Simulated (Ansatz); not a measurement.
These are PBE-D3(BJ)/def2-TZVP (Ansatz, a first-principles code) values and carry that method's errors. No frequencies were computed at this level.

Ansatz 0.2 input:
```yaml
crystal:
  periodic: [false, false, false]
  atoms:
    - { symbol: C, position_ang: [1.657764, -0.243211, -0.516756] }
    - { symbol: C, position_ang: [0.484689, -0.071115, -0.359929] }
    - { symbol: C, position_ang: [-0.933298, 0.136924, -0.17036] }
    - { symbol: H, position_ang: [2.686333, -0.394113, -0.654266] }
    - { symbol: H, position_ang: [-1.156621, 0.234116, 0.891853] }
    - { symbol: H, position_ang: [-1.490779, -0.708243, -0.573503] }
    - { symbol: H, position_ang: [-1.248095, 1.045637, -0.68296] }
basis:
  gaussian: { orbitals: def2-tzvp }
hamiltonian:
  xc: pbe
  dispersion: d3bj
relax:
  max_steps: 150
```

Output:

```
Functional definition: PBE
716 factors; their error is unknown
mean field evaluation 1: about -3161.0524 eV, gradient 6.4e1 eV
mean field evaluation 2: about -3151.7932 eV, gradient 8.4e1 eV
mean field evaluation 4: about -3170.5972 eV, gradient 1.4e1 eV
mean field evaluation 8: about -3171.0302 eV, gradient 4.4e-1 eV
mean field evaluation 16: about -3171.0305 eV, gradient 1.7e-5 eV
mean field -3171.03048190 eV, -116.5332208082 hartree, gradient 1.7e-5 eV, S^2 0.000000; 0 other end points of the search recorded, 0 dependent functions left out
reference -3171.03051600 eV, -116.5332220614 hartree; 11, 11 occupied and 106, 106 virtual orbitals, 716 factors
relax step   1: F+E_penalty+E_count = -3171.12221767 eV  Δ(F+E_penalty+E_count) = +0.000e0 eV  max|allowed force component| = 1.159e0 eV/Å  Δτ_max = 0.0000 Å  (28 SCF iters, accepted)
these checks for a lower state are left out or cut short: starts, cluster_reference, orbital_swaps, neighbouring_geometries, increment
716 factors; their error is unknown
mean field -3171.06141270 eV, -116.5343574941 hartree, gradient 1.8e-5 eV, S^2 0.000000; 0 other end points of the search recorded, 0 dependent functions left out
reference -3171.06144704 eV, -116.5343587561 hartree; 11, 11 occupied and 106, 106 virtual orbitals, 716 factors
relax step   2: F+E_penalty+E_count = -3171.15258429 eV  Δ(F+E_penalty+E_count) = -3.037e-2 eV  max|allowed force component| = 2.010e-1 eV/Å  Δτ_max = 0.0351 Å  (32 SCF iters, accepted)
these checks for a lower state are left out or cut short: starts, cluster_reference, orbital_swaps, neighbouring_geometries, increment
716 factors; their error is unknown
mean field evaluation 32: about -3171.0631 eV, gradient 1.8e-5 eV
mean field -3171.06305451 eV, -116.5344178295 hartree, gradient 1.8e-5 eV, S^2 0.000000; 0 other end points of the search recorded, 0 dependent functions left out
reference -3171.06308894 eV, -116.5344190948 hartree; 11, 11 occupied and 106, 106 virtual orbitals, 716 factors
relax step   3: F+E_penalty+E_count = -3171.15410592 eV  Δ(F+E_penalty+E_count) = -1.522e-3 eV  max|allowed force component| = 4.003e-2 eV/Å  Δτ_max = 0.0084 Å  (32 SCF iters, accepted)
these checks for a lower state are left out or cut short: starts, cluster_reference, orbital_swaps, neighbouring_geometries, increment
716 factors; their error is unknown
mean field -3171.06307838 eV, -116.5344187066 hartree, gradient 1.8e-5 eV, S^2 0.000000; 0 other end points of the search recorded, 0 dependent functions left out
reference -3171.06311281 eV, -116.5344199721 hartree; 11, 11 occupied and 106, 106 virtual orbitals, 716 factors
relax step   4: F+E_penalty+E_count = -3171.15412503 eV  Δ(F+E_penalty+E_count) = -1.911e-5 eV  max|allowed force component| = 1.560e-2 eV/Å  Δτ_max = 0.0006 Å  (32 SCF iters, accepted)
these checks for a lower state are left out or cut short: starts, cluster_reference, orbital_swaps, neighbouring_geometries, increment
716 factors; their error is unknown
mean field -3171.06307892 eV, -116.5344187266 hartree, gradient 1.8e-5 eV, S^2 0.000000; 0 other end points of the search recorded, 0 dependent functions left out
reference -3171.06311336 eV, -116.5344199922 hartree; 11, 11 occupied and 106, 106 virtual orbitals, 716 factors
relax step   5: F+E_penalty+E_count = -3171.15412836 eV  Δ(F+E_penalty+E_count) = -3.331e-6 eV  max|allowed force component| = 1.642e-3 eV/Å  Δτ_max = 0.0003 Å  (32 SCF iters, accepted)
716 factors; their error is unknown
mean field evaluation 64: about -3171.0628 eV, gradient 4.5e-1 eV
mean field -3171.06307892 eV, -116.5344187266 hartree, gradient 1.8e-5 eV, S^2 0.000000; 1 other end points of the search recorded, 0 dependent functions left out
reference -3171.06311336 eV, -116.5344199922 hartree; 11, 11 occupied and 106, 106 virtual orbitals, 716 factors
Total energy: -3171.15416280 eV, -116.5377659975 hartree
Atom 0 at     1.679285    -0.246368    -0.519633 Å, force     0.000729    -0.000111    -0.000099 eV/Å
Atom 1 at     0.491324    -0.072087    -0.360815 Å, force    -0.001642     0.000245     0.000222 eV/Å
Atom 2 at    -0.933909     0.137013    -0.170279 Å, force     0.000666    -0.000099    -0.000090 eV/Å
Atom 3 at     2.729019    -0.400377    -0.659973 Å, force    -0.000303     0.000045     0.000041 eV/Å
Atom 4 at    -1.179669     0.237663     0.897576 Å, force     0.000159    -0.000034    -0.000197 eV/Å
Atom 5 at    -1.514680    -0.707109    -0.571530 Å, force     0.000216     0.000126     0.000052 eV/Å
Atom 6 at    -1.271377     1.051260    -0.681266 Å, force     0.000174    -0.000173     0.000071 eV/Å
Dipole moment:    -0.176532     0.025900     0.023601 e Å
```

Cost: very roughly 11 core-seconds.
